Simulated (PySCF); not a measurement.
Li2, SMILES [Li][Li].

Geometry optimised at B3LYP-D3(BJ)/def2-TZVPD.

Two levels are set side by side: TDDFT-PBE/def2-TZVPD (PySCF) and TDDFT-ωB97X/def2-TZVPD (PySCF). Vertical, same geometry. The lowest singlet is HOMO→LUMO 100 % with PBE and HOMO→LUMO 100 % with the other functional; states are paired by order. Differences are taken from unrounded values.

| quantity | TDDFT-ωB97X |
|---|---|
| lowest singlet excitation (eV) | 2.10 |
| lowest triplet excitation (TDA) (eV) | 1.58 |
| first bright state (f over 0.05) (eV) | 2.10 |
| its oscillator strength | 0.47 |

### Question
What does TDDFT-PBE give, and how far is it from TDDFT-ωB97X? (The exact figures need the calculation; the answer reports its results.)

### Answer

```csv
quantity,TDDFT-PBE,TDDFT-PBE minus TDDFT-ωB97X
lowest singlet excitation (eV),2.00,-0.10
lowest triplet excitation (TDA) (eV),0.92,-0.65
first bright state (f over 0.05) (eV),2.00,-0.10
its oscillator strength,0.46,-0.01
```

Functionals without exact exchange tend to place singlet excitations lower, as here. Differences between two approximate levels are no errors against the true value.

Rough cost on one machine, each run with all the roots and properties that it gave: TDDFT-ωB97X against TDDFT-PBE within a factor of 2.
